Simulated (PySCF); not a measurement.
Work out the structure from these simulated measurements.

Formula: HNO3.

| Property | Result |
| --- | --- |
| Triplet | lowest triplet excitation (Tamm–Dancoff): 4.48 eV [TDA CAM-B3LYP/def2-SVPD] |
| UV, strongest line | among the 8 lowest singlet transitions: S3 at 7.56 eV (164 nm, f = 0.110) [TDDFT CAM-B3LYP/def2-SVPD] |
| Polarisability | 25.1 au [CAM-B3LYP/def2-SVPD] |
| XPS | N1s 414.6, O1s 540.3 (×2), O1s 541.1 eV [ΔSCF SCAN, pcX-2 on the ionised atom, pcseg-1 elsewhere, spin-free X2C] |
| Rotational structure | rotational constants A, B, C: 13.591, 12.291, 6.454 GHz [GFN2-xTB] |
| Dipole | 2.50 D [CAM-B3LYP/def2-SVPD] |
| UV, first state | lowest singlet excitation: 5.04 eV (246 nm, f = 0.000) [TDDFT CAM-B3LYP/def2-SVPD] |

Gas-phase values; electronic properties from PySCF, density fitting. Levels stand in brackets. Isolated species at its GFN2-xTB geometry (one conformer only).

Question: Give a SMILES that accounts for the data.

Answer: Numbering: `[O:1]=[N+:2]([O-:3])[OH:4]`. The core levels belong to: N1s 414.6 eV, nitrogen bonded to 3 O [N2]; O1s 540.3 eV, oxygen bonded to N [O1/O3]; O1s 541.1 eV, hydroxyl oxygen [O4]. One atom of each topological class was ionised and stands for its class. S1 is mainly HOMO→LUMO (weight 0.98); the largest Löwdin shares of the orbital it empties are 0.51 on an oxygen bonded to N, 0.33 on an oxygen bonded to N, 0.10 on the hydroxyl oxygen and 0.04 on the nitrogen bonded to 3 O, of the orbital it fills 0.38 on the nitrogen bonded to 3 O, 0.28 on an oxygen bonded to N, 0.26 on an oxygen bonded to N and 0.07 on the hydroxyl oxygen. The optimised geometry has point group Cs and is an asymmetric top. Structure: nitric acid (`O=[N+]([O-])O`). Computed isomers that give other values at the same levels: `O=NOO` (lowest singlet excitation: 3.98 eV (312 nm, f = 0.002)). The assignments are read from this structure; whether some other isomer fits the data as well wasn't checked.

Shape of the structure used: `[O:1]=[N+:2]([O-:3])[OH:4]`: H–O4–N2–O1 0°.
